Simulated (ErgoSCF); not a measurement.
# A workflow on PH3S (SMILES PS), part 1 of 2

Aim: the energy (BHLYP/pc-0), then the energy (BHLYP/pc-1), then a single-point energy (BHLYP/pc-2) of PH3S. 

Program for the calculation: ErgoSCF 3.8.

7 further runs of the same task are left out: 7 set aside as unsound or not needed.

## Step 1: The structure to begin with

PH3S has 5 atoms, charge 0, and is taken as a singlet. As SMILES, `PS`. The coordinates come from a GFN2-xTB relaxation. This is one conformer, not always the lowest.

Bond lengths: P1–S2 2.089 Å, P1–H3 1.396 Å, P1–H4 1.396 Å, S2–H5 1.331 Å. Angles: P1–S2–H5 95.2°, S2–P1–H3 95.9°, S2–P1–H4 95.9°, H3–P1–H4 92.0°.

## Step 2: A single-point energy at BHLYP/pc-0 (run 1)

ergo.in

```
# H3PS, BHandHLYP
set_nthreads(1)
molecule_inline
P     -0.92953738    -0.89688292     0.82414736
S      1.45070495     1.77326230    -0.84466978
H      0.51041503    -3.00169767     0.15240641
H     -2.51008542    -1.19770842    -1.26694798
H      1.47850282     3.32302670     1.13506400
EOF
scf.convergence_threshold = 1e-06
basis = "pc-0"
scf.output_mulliken_pop = 1
scf.max_number_of_iterations = 70
scf.use_diagonalization = 1
charge = 0
tmpdir = "."
run "BHandHLYP"
```

The basis set pc-0 is read from a file made from the Basis Set Exchange's data (not shown).

Command:

```console
$ ergo < ergo.in
```

What it wrote:

```text
INMA ERGO version 3.8
INMA P (charge=15.0) -0.929537 -0.896883 0.824147
INMA S (charge=16.0) 1.450705 1.773262 -0.844670
INMA H (charge=1.0) 0.510415 -3.001698 0.152406
INMA H (charge=1.0) -2.510085 -1.197708 -1.266948
INMA H (charge=1.0) 1.478503 3.323027 1.135064
INMA  convergence_threshold := 1e-06
INMA  basis := pc-0
INMA Basis really set to pc-0
INMA  output_mulliken_pop := 1
INMA  max_number_of_iterations := 70
INMA  use_diagonalization := 1
INMA  charge := 0
INMA running BHandHLYP
INDF      This is a DFT calculation of type: BHandHLYP
INDF Weighted mixed functional:
INDF               HF exchange:    0.50000
INDF                       LYP:    1.00000
INDF                     Becke:    0.50000
INDF                    Slater:    0.50000
INMA Running BHandHLYP
INSC SCF_general constructor, number of basis functions: 32
INSC Min internuclear distance:      2.51434 a.u.  =      1.33053 Angstrom
INSC Max internuclear distance:      6.48965 a.u.  =      3.43417 Angstrom
INSC Euclidean norm of overlap matrix =          3.08193013716  (acc 1.49e-08)
INSC Euclidean norm of invCholFactor after truncation =          6.92784569067
INSC Beginning of SCF cycle 1
INDF Grid for charge 15: 39 radial points, 9654 total, r=18.782444
INDF Grid for charge 16: 39 radial points, 9486 total, r=17.074950
INDF Grid for charge 1: 29 radial points, 2902 total, r=12.621360
INDF Generating Turbo grid Radint = 5e-09 AngInt: [ 6 29 ]
INDF Grid pruned from 27846 to 27242 grid points.
INDF Electrons:  33.9999931  -2e-07: xc energy -19.020205 (serial)
INSC nuclearEnergy, energy_2el, energy = 88.633275, 269.820982, -615.984147
INSC Energy   1 =       -615.98414667149
INSC maxabs FDS-SDF is     20.1
INDE E_HOMO =         -1.07474930293
INDE E_LUMO =         -1.03609209928
INSC Beginning of SCF cycle 2
INDF Electrons:  33.9999795  -6e-07: xc energy -27.266229 (serial)
INSC nuclearEnergy, energy_2el, energy = 88.633275, 413.650459, -735.331410
INSC Energy   2 =       -735.33140992342
INSC maxabs FDS-SDF is    0.772
INSC using DIIS to get combined Fock matrix, number of iters used for DIIS:  2
INDE E_HOMO =          0.18322856469
INDE E_LUMO =          0.31602687679
INSC Beginning of SCF cycle 3
INDF Electrons:  33.9999915  -2e-07: xc energy -25.048896 (serial)
INSC nuclearEnergy, energy_2el, energy = 88.633275, 344.888646, -735.233395
INSC Energy   3 =       -735.23339479286  ( diff      0.098015130561748 )
INSC maxabs FDS-SDF is    0.739
INSC restarting DIIS because energy did not improve.
INSC mixing best Fock matrix so far with next one, stepLength =   0.400000
INDE E_HOMO =         -0.57746725639
INDE E_LUMO =         -0.34341964709
INSC Beginning of SCF cycle 4
INDF Electrons:  33.9999775  -7e-07: xc energy -26.612056 (serial)
INSC nuclearEnergy, energy_2el, energy = 88.633275, 395.527358, -739.070630
INSC Energy   4 =       -739.07062985102  ( diff     -3.739219927595400 )
INSC maxabs FDS-SDF is    0.503
INSC mixing best Fock matrix so far with next one, stepLength =   0.400000
INSC increased steplength by factor 1.1, stepLength =   0.440000
INDE E_HOMO =         -0.31551274427
INDE E_LUMO =         -0.02895192537
INSC Beginning of SCF cycle 5
INDF Electrons:  33.9999783  -6e-07: xc energy -26.103411 (serial)
INSC nuclearEnergy, energy_2el, energy = 88.633275, 380.738439, -740.565265
INSC Energy   5 =       -740.56526497710  ( diff     -1.494635126082585 )
INSC maxabs FDS-SDF is    0.315
INSC mixing best Fock matrix so far with next one, stepLength =   0.440000
INSC increased steplength by factor 1.1, stepLength =   0.484000
INDE E_HOMO =         -0.24808504423
INDE E_LUMO =          0.06185999085
INSC Beginning of SCF cycle 6
INDF Electrons:  33.9999794  -6e-07: xc energy -25.857126 (serial)
INSC nuclearEnergy, energy_2el, energy = 88.633275, 373.534183, -740.872140
INSC Energy   6 =       -740.87213988438  ( diff     -0.306874907278825 )
INSC maxabs FDS-SDF is    0.178
INSC mixing best Fock matrix so far with next one, stepLength =   0.484000
INSC increased steplength by factor 1.1, stepLength =   0.532400
INDE E_HOMO =         -0.26131214041
INDE E_LUMO =          0.06978871860
INSC Beginning of SCF cycle 7
INDF Electrons:  33.9999798  -6e-07: xc energy -25.755372 (serial)
INSC nuclearEnergy, energy_2el, energy = 88.633275, 370.856807, -740.919138
INSC Energy   7 =       -740.91913842483  ( diff     -0.046998540451341 )
INSC maxabs FDS-SDF is   0.0839
INSC mixing best Fock matrix so far with next one, stepLength =   0.532400
INSC increased steplength by factor 1.1, stepLength =   0.585640
INDE E_HOMO =         -0.28561759949
INDE E_LUMO =          0.05842404184
INSC Beginning of SCF cycle 8
INDF Electrons:  33.9999800  -6e-07: xc energy -25.715667 (serial)
INSC nuclearEnergy, energy_2el, energy = 88.633275, 369.966300, -740.926421
INSC Energy   8 =       -740.92642109823  ( diff     -0.007282673394002 )
INSC maxabs FDS-SDF is   0.0341
INSC using DIIS to get combined Fock matrix, number of iters used for DIIS:  1
INDE E_HOMO =         -0.31424735150
INDE E_LUMO =          0.04005807937
INSC Beginning of SCF cycle 9
INDF Electrons:  33.9999800  -6e-07: xc energy -25.691474 (serial)
INSC nuclearEnergy, energy_2el, energy = 88.633275, 369.530273, -740.927707
INSC Energy   9 =       -740.92770749731  ( diff     -0.001286399078026 )
INSC maxabs FDS-SDF is  0.00377
INSC using DIIS to get combined Fock matrix, number of iters used for DIIS:  2
INDE E_HOMO =         -0.31626305520
INDE E_LUMO =          0.03754859145
INSC Beginning of SCF cycle 10
INDF Electrons:  33.9999800  -6e-07: xc energy -25.696304 (serial)
INSC nuclearEnergy, energy_2el, energy = 88.633275, 369.668854, -740.927740
INSC Energy  10 =       -740.92773963060  ( diff     -0.000032133297623 )
INSC maxabs FDS-SDF is 0.000725
INSC using DIIS to get combined Fock matrix, number of iters used for DIIS:  3
INDE E_HOMO =         -0.31528658595
INDE E_LUMO =          0.03864244233
INSC Beginning of SCF cycle 11
INDF Electrons:  33.9999800  -6e-07: xc energy -25.695360 (serial)
INSC nuclearEnergy, energy_2el, energy = 88.633275, 369.636174, -740.927743
INSC Energy  11 =       -740.92774283689  ( diff     -0.000003206286351 )
INSC maxabs FDS-SDF is 4.87e-05
INSC using DIIS to get combined Fock matrix, number of iters used for DIIS:  4
INDE E_HOMO =         -0.31530485983
INDE E_LUMO =          0.03863488961
INSC Beginning of SCF cycle 12
INDF Electrons:  33.9999800  -6e-07: xc energy -25.695383 (serial)
INSC nuclearEnergy, energy_2el, energy = 88.633275, 369.637223, -740.927743
INSC Energy  12 =       -740.92774287468  ( diff     -0.000000037793825 )
INSC maxabs FDS-SDF is 5.23e-06
INSC using DIIS to get combined Fock matrix, number of iters used for DIIS:  5
INDE E_HOMO =         -0.31531003414
INDE E_LUMO =          0.03863218707
INSC Beginning of SCF cycle 13
INDF Electrons:  33.9999800  -6e-07: xc energy -25.695385 (serial)
INSC nuclearEnergy, energy_2el, energy = 88.633275, 369.637255, -740.927743
INSC Energy  13 =       -740.92774287543  ( diff     -0.000000000747718 )
INSC maxabs FDS-SDF is  7.7e-07
RESC CONVERGED after  13 iterations.
RESC FINAL ENERGY:       -740.92774287543
TISC Main SCF loop took      1.82 usr cpu s       0.05 sys cpu s       1.88 wall s
INSC SCF: dipole_moment_x [atomic units] =      -0.22074888
INSC SCF: dipole_moment_y [atomic units] =      -0.20832420
INSC SCF: dipole_moment_z [atomic units] =       0.22018515
INSC Sum of Mulliken charges (electrons):      34.0000000
INSC Mulliken charge of atom 0 =       0.0197681
INSC Mulliken charge of atom 1 =      -0.2750353
INSC Mulliken charge of atom 2 =       0.0503034
INSC Mulliken charge of atom 3 =       0.0504653
INSC Mulliken charge of atom 4 =       0.1544986
INSC Sum of Mulliken atomic charges:      -0.0000000
```

It took 2.3 s on 1 thread of AMD EPYC 9R14 (Zen 4), shared host; peak memory 0.27 GiB.

## Step 3: The energy at BHLYP/pc-1 (run 2)

ergo.in, as its differences from that of step 2:

```diff
@@ -10,3 +10,3 @@
 scf.convergence_threshold = 1e-06
-basis = "pc-0"
+basis = "pc-1"
 scf.output_mulliken_pop = 1
```

The basis set pc-1 is read from a file made from the Basis Set Exchange's data (not shown).

Command:

```console
$ ergo < ergo.in
```

What it wrote:

```text
INMA ERGO version 3.8
INMA P (charge=15.0) -0.929537 -0.896883 0.824147
INMA S (charge=16.0) 1.450705 1.773262 -0.844670
INMA H (charge=1.0) 0.510415 -3.001698 0.152406
INMA H (charge=1.0) -2.510085 -1.197708 -1.266948
INMA H (charge=1.0) 1.478503 3.323027 1.135064
INMA  convergence_threshold := 1e-06
INMA  basis := pc-1
INMA Basis really set to pc-1
INMA  output_mulliken_pop := 1
INMA  max_number_of_iterations := 70
INMA  use_diagonalization := 1
INMA  charge := 0
INMA running BHandHLYP
INDF      This is a DFT calculation of type: BHandHLYP
INDF Weighted mixed functional:
INDF               HF exchange:    0.50000
INDF                       LYP:    1.00000
INDF                     Becke:    0.50000
INDF                    Slater:    0.50000
INMA Running BHandHLYP
INSC SCF_general constructor, number of basis functions: 51
INSC Min internuclear distance:      2.51434 a.u.  =      1.33053 Angstrom
INSC Max internuclear distance:      6.48965 a.u.  =      3.43417 Angstrom
INSC Euclidean norm of overlap matrix =          4.03065607807  (acc 1.49e-08)
INSC Euclidean norm of invCholFactor after truncation =          7.74755464862
INSC Beginning of SCF cycle 1
INDF Grid for charge 15: 39 radial points, 9654 total, r=18.782444
INDF Grid for charge 16: 39 radial points, 9486 total, r=17.074950
INDF Grid for charge 1: 29 radial points, 2902 total, r=12.621360
INDF Generating Turbo grid Radint = 5e-09 AngInt: [ 6 29 ]
INDF Grid pruned from 27846 to 27258 grid points.
INDF Electrons:  33.9999891  -3e-07: xc energy -11.921329 (serial)
INSC nuclearEnergy, energy_2el, energy = 88.633275, 198.991643, -371.171497
INSC Energy   1 =       -371.17149689754
INSC maxabs FDS-SDF is     16.6
INDE E_HOMO =         -1.92395892084
INDE E_LUMO =         -1.86415374248
INSC Beginning of SCF cycle 2
INDF Electrons:  33.9999947  -2e-07: xc energy -27.498704 (serial)
INSC nuclearEnergy, energy_2el, energy = 88.633275, 420.160223, -732.523213
INSC Energy   2 =       -732.52321296224
INSC maxabs FDS-SDF is    0.714
INSC using DIIS to get combined Fock matrix, number of iters used for DIIS:  2
INDE E_HOMO =          0.14392363806
INDE E_LUMO =          0.26268194748
INSC Beginning of SCF cycle 3
INDF Electrons:  34.0000212   6e-07: xc energy -24.974636 (serial)
INSC nuclearEnergy, energy_2el, energy = 88.633275, 336.188513, -733.097216
INSC Energy   3 =       -733.09721588600  ( diff     -0.574002923760645 )
INSC maxabs FDS-SDF is    0.899
INSC using DIIS to get combined Fock matrix, number of iters used for DIIS:  3
INDE E_HOMO =         -0.13446325817
INDE E_LUMO =         -0.09445185179
INSC Beginning of SCF cycle 4
INDF Electrons:  33.9999907  -3e-07: xc energy -25.644349 (serial)
INSC nuclearEnergy, energy_2el, energy = 88.633275, 366.799976, -740.012558
INSC Energy   4 =       -740.01255759760  ( diff     -6.915341711608335 )
INSC maxabs FDS-SDF is    0.258
INSC using DIIS to get combined Fock matrix, number of iters used for DIIS:  4
INDE E_HOMO =         -0.21488344674
INDE E_LUMO =         -0.05482737647
INSC Beginning of SCF cycle 5
INDF Electrons:  33.9999993  -2e-08: xc energy -25.687981 (serial)
INSC nuclearEnergy, energy_2el, energy = 88.633275, 370.315127, -741.138900
INSC Energy   5 =       -741.13890007729  ( diff     -1.126342479689129 )
INSC maxabs FDS-SDF is    0.151
INSC using DIIS to get combined Fock matrix, number of iters used for DIIS:  5
INDE E_HOMO =         -0.29696752558
INDE E_LUMO =          0.01829665807
INSC Beginning of SCF cycle 6
INDF Electrons:  33.9999993  -2e-08: xc energy -25.704096 (serial)
INSC nuclearEnergy, energy_2el, energy = 88.633275, 370.123040, -741.324082
INSC Energy   6 =       -741.32408195004  ( diff     -0.185181872743897 )
INSC maxabs FDS-SDF is   0.0231
INSC using DIIS to get combined Fock matrix, number of iters used for DIIS:  6
INDE E_HOMO =         -0.31441531616
INDE E_LUMO =          0.03189194866
INSC Beginning of SCF cycle 7
INDF Electrons:  33.9999993  -2e-08: xc energy -25.713483 (serial)
INSC nuclearEnergy, energy_2el, energy = 88.633275, 370.398220, -741.329750
INSC Energy   7 =       -741.32974968992  ( diff     -0.005667739881460 )
INSC maxabs FDS-SDF is   0.0086
INSC using DIIS to get combined Fock matrix, number of iters used for DIIS:  7
INDE E_HOMO =         -0.31680519792
INDE E_LUMO =          0.03095575890
INSC Beginning of SCF cycle 8
INDF Electrons:  33.9999993  -2e-08: xc energy -25.716168 (serial)
INSC nuclearEnergy, energy_2el, energy = 88.633275, 370.461485, -741.330096
INSC Energy   8 =       -741.33009574292  ( diff     -0.000346052999134 )
INSC maxabs FDS-SDF is  0.00335
INSC using DIIS to get combined Fock matrix, number of iters used for DIIS:  8
INDE E_HOMO =         -0.31412010196
INDE E_LUMO =          0.03138844478
INSC Beginning of SCF cycle 9
INDF Electrons:  33.9999993  -2e-08: xc energy -25.714728 (serial)
INSC nuclearEnergy, energy_2el, energy = 88.633275, 370.413358, -741.330157
INSC Energy   9 =       -741.33015702900  ( diff     -0.000061286083564 )
INSC maxabs FDS-SDF is 0.000991
INSC using DIIS to get combined Fock matrix, number of iters used for DIIS:  9
INDE E_HOMO =         -0.31328644544
INDE E_LUMO =          0.03140396215
INSC Beginning of SCF cycle 10
INDF Electrons:  33.9999993  -2e-08: xc energy -25.714281 (serial)
INSC nuclearEnergy, energy_2el, energy = 88.633275, 370.398570, -741.330166
INSC Energy  10 =       -741.33016599765  ( diff     -0.000008968645716 )
INSC maxabs FDS-SDF is 0.000256
INSC using DIIS to get combined Fock matrix, number of iters used for DIIS: 10
INDE E_HOMO =         -0.31313803469
INDE E_LUMO =          0.03136944069
INSC Beginning of SCF cycle 11
INDF Electrons:  33.9999993  -2e-08: xc energy -25.714208 (serial)
INSC nuclearEnergy, energy_2el, energy = 88.633275, 370.395744, -741.330167
INSC Energy  11 =       -741.33016654291  ( diff     -0.000000545260377 )
INSC maxabs FDS-SDF is 2.76e-05
INSC using DIIS to get combined Fock matrix, number of iters used for DIIS: 10
INDE E_HOMO =         -0.31315713976
INDE E_LUMO =          0.03139036192
INSC Beginning of SCF cycle 12
INDF Electrons:  33.9999993  -2e-08: xc energy -25.714202 (serial)
INSC nuclearEnergy, energy_2el, energy = 88.633275, 370.395653, -741.330167
INSC Energy  12 =       -741.33016654902  ( diff     -0.000000006114874 )
INSC maxabs FDS-SDF is 8.53e-06
INSC using DIIS to get combined Fock matrix, number of iters used for DIIS: 10
INDE E_HOMO =         -0.31316638139
INDE E_LUMO =          0.03138400265
INSC Beginning of SCF cycle 13
INDF Electrons:  33.9999993  -2e-08: xc energy -25.714212 (serial)
INSC nuclearEnergy, energy_2el, energy = 88.633275, 370.395972, -741.330167
INSC Energy  13 =       -741.33016654949  ( diff     -0.000000000462705 )
INSC maxabs FDS-SDF is 8.65e-07
RESC CONVERGED after  13 iterations.
RESC FINAL ENERGY:       -741.33016654949
TISC Main SCF loop took      8.87 usr cpu s       0.07 sys cpu s       8.94 wall s
INSC SCF: dipole_moment_x [atomic units] =      -0.17962643
INSC SCF: dipole_moment_y [atomic units] =      -0.15779739
INSC SCF: dipole_moment_z [atomic units] =       0.19194084
INSC Sum of Mulliken charges (electrons):      34.0000000
INSC Mulliken charge of atom 0 =       0.0948375
INSC Mulliken charge of atom 1 =      -0.2866009
INSC Mulliken charge of atom 2 =       0.0272323
INSC Mulliken charge of atom 3 =       0.0273459
INSC Mulliken charge of atom 4 =       0.1371852
INSC Sum of Mulliken atomic charges:      -0.0000000
```

It took 9.6 s on 1 thread of AMD EPYC 9R14 (Zen 4), shared host; peak memory 0.27 GiB.

(Continued in part 2 of 2.)
